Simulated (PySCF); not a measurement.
Vertical excitation energies

Compound: C₃H₅FOS.
SMILES: `CO[C@@]1(F)CS1`

The calculation used TDDFT CAM-B3LYP/def2-SVPD, vertical, gas phase, core orbitals frozen in the response (PySCF 2.14.0, density-fitted response routines). One conformer (not necessarily the lowest) at the GFN2-xTB geometry, without solvent, vibrations or thermal averaging. Torsions of this conformer, `[CH3:1][O:2][C@@:3]1([F:4])[CH2:5][S:6]1`: C1–O2–C3–F4 62°.

```csv
state,E (eV),λ (nm),f,|μ| (D),"main configurations (H = HOMO, L = LUMO)"
S1,4.90,253.1,0.0002,0.09,H→L (89%)
S2,6.43,192.9,0.021,0.92,"H→L+1 (63%), H→L+2 (30%)"
S3,6.93,178.9,0.052,1.41,H-1→L (86%)
S4,7.07,175.5,0.030,1.07,"H→L+3 (34%), H→L+2 (32%), H→L+1 (15%)"
S5,7.41,167.4,0.045,1.26,"H→L+3 (52%), H→L+2 (16%), H→L+1 (9%)"
S6,7.61,162.9,0.031,1.03,H→L+4 (69%)
S7,8.00,155.0,0.116,1.95,"H-1→L+1 (54%), H-1→L+2 (24%)"
S8,8.17,151.8,0.0081,0.51,"H-1→L+2 (38%), H-1→L+1 (32%), H-1→L+3 (9%)"
```

Triplets (Tamm–Dancoff): T1 4.46 eV, H→L (86%); T2 5.73 eV, H-1→L (74%); T3 5.77 eV, H→L+1 (38%), H→L+2 (34%), H→L+9 (13%).

The lowest singlet comes at 253 nm (473 kJ/mol) in the ultraviolet; it is dark (f under 0.0005); its leading configuration is HOMO→LUMO (89%). The most intense listed level is S7 at 8.00 eV (155 nm, f = 0.116), 3.10 eV above S1. Löwdin shares by element: HOMO sulfur 74%, carbon 15% or more, oxygen 4%; LUMO sulfur 53%, carbon 27% or more, oxygen 5%. The listed states span 3.27 eV, and the widest gap between neighbours is 1.53 eV (S1 to S2). The oscillator strengths of these states sum to 0.303; summed over the whole spectrum of an exact calculation they would give the number of electrons, 56 (Thomas–Reiche–Kuhn). Orbital energies (eV): HOMO-3 -11.20, HOMO-2 -10.87, HOMO-1 -9.62, HOMO -8.35, LUMO 0.69, LUMO+1 1.30, LUMO+2 1.55. The window holds the lowest 8 singlets.
